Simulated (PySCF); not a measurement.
**LiB at PBE**

Level: PBE. PySCF, no relativity, basis sets Li def2-TZVPP, B def2-TZVPP.

* state: ³Π (triplet), unpaired electrons σ ↑, π ↑
* bond length: 2.151 Å
* harmonic wavenumber: 521 cm⁻¹
* force constant: 0.684 mdyn/Å
* rotational constant Be: 0.8500 cm⁻¹
* anharmonicity ωexe: 6.30 cm⁻¹
* vibration–rotation constant αe: 0.0143 cm⁻¹
* well depth De to Li + B: 1.41 eV
* dissociation energy D0: 1.38 eV
* bond order (Mayer): 0.82
* dipole moment (positive dipole means Li(−)B(+)): -5.27 D

The state was picked by a PBE0 search and need not be the measured ground state.
